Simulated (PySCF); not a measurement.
methanol (CH₄O), SMILES CO. Atoms are numbered in the order given.

```xyz
6

C     -0.0202     0.6654     0.0000
O      0.1222    -0.7482     0.0000
H     -0.5443     1.0284     0.8912
H      0.9857     1.0830     0.0000
H     -0.5443     1.0284    -0.8912
H     -0.7535    -1.1467     0.0000
```
Charge 0, spin multiplicity 1.

Geometry: B3LYP-D3(BJ)/def2-TZVP.

Method: PBE/def2-TZVPD (PySCF).

Isolated molecule, no solvent.

Q: Estimate the frontier levels, gap, dipole moment and polarisability. (An estimate is asked for; the answer gives what the named calculation found.)

A: 
```json
{
 "highest_occupied_level": "-6.30 eV",
 "lowest_empty_level": "-0.43 eV",
 "orbital_gap": "5.87 eV",
 "dipole_moment": "1.58 D",
 "quadrupole, principal values (traceless, Buckingham form, about the centre of nuclear charge)": "-2.73, -1.24, 3.97 D·Å",
 "mean_static_polarisability": "22.3 bohr³ (3.31 Å³)",
 "polarisability_principal_values": "21.0, 21.3, 24.7 bohr³"
}
```
